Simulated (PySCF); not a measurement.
# LiAl: energy against distance

Set-up: PySCF, no relativity, basis sets Li def2-SVPD, Al def2-SVPD. Energies in eV from Li + Al in their ground configurations at the same level. State: ¹Σ⁺ (singlet), closed shell.

All columns are PBE0. A positive dipole means Li(−)Al(+).

| R (Å) | E (eV) | μ (D) | Mulliken charge on Li (basis-dependent) | HOMO (eV) | LUMO (eV) | Mayer bond order | ⟨S²⟩ |
| --- | --- | --- | --- | --- | --- | --- | --- |
| 2.521 | -0.675 | -3.56 | 0.26 | -3.63 | -1.92 | 0.93 | 0.00 |
| 2.638 | -0.790 | -3.48 | 0.23 | -3.64 | -1.86 | 0.93 | 0.00 |
| 2.755 | -0.856 | -3.37 | 0.20 | -3.64 | -1.82 | 0.94 | 0.00 |
| 2.843 | -0.880 | -3.28 | 0.18 | -3.64 | -1.79 | 0.95 | 0.00 |
| 2.931 | -0.887 | -3.18 | 0.15 | -3.64 | -1.77 | 0.95 | 0.00 |
| 3.019 | -0.880 | -3.07 | 0.13 | -3.63 | -1.75 | 0.96 | 0.00 |
| 3.136 | -0.854 | -2.91 | 0.10 | -3.62 | -1.73 | 0.97 | 0.00 |
| 3.283 | -0.800 | -2.71 | 0.07 | -3.60 | -1.72 | 0.97 | 0.00 |
| 3.459 | -0.713 | -2.47 | 0.04 | -3.57 | -1.73 | 0.98 | 0.00 |
| 3.693 | -0.576 | -2.14 | 0.00 | -3.52 | -1.74 | 0.99 | 0.00 |

A fit through these points gives, at Re = 2.929 Å, μ = -3.18 D and dμ/dR = 1.20 D/Å; the reduced mass is 5.568 u.

How strong is the fundamental in the double-harmonic approximation, I = 42.26·(dμ/dR)²/μred km/mol?

I = 42.26·(1.20)²/5.568 = 10.9 km/mol at PBE0.

Closed-shell solutions of metal pairs were not tested for spin polarisation, which can lower them a little.
